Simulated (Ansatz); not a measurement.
Antiferromagnetic bcc Cr, treated with r²SCAN (Ansatz, a quantum-chemistry and plane-wave program, PAW).

Settings: plane-wave cutoff 500 eV, 26×26×26 k mesh, Fermi–Dirac smearing 0.1 eV, spin-polarised with opposed moments, scalar-relativistic PAW data made under PBE.

Cell (relaxed at this level):

Space group Im-3m (No. 229); a = 2.960 Å, b = 2.960 Å, c = 2.960 Å, α = 90.00°, β = 90.00°, γ = 90.00°

```csv
atom,site,symmetry,x,y,z
Cr,2a,m-3m,0.0000,0.0000,0.0000
```

Task: Estimate the magnetic moment (largest site, within a sphere) that the calculation returns.

Result: 
* **magnetic moment (largest site, within a sphere)**: 2.51 μB

Note: the commensurate order stands in for chromium's spin-density wave, and the size of the moments varies much between levels; the collinear magnetic order is the start's and need not be the measured one.

Moments are spin moments.

The computed numbers hold no vibrational or temperature effects.

It cost very roughly 3 core-minutes of CPU time.
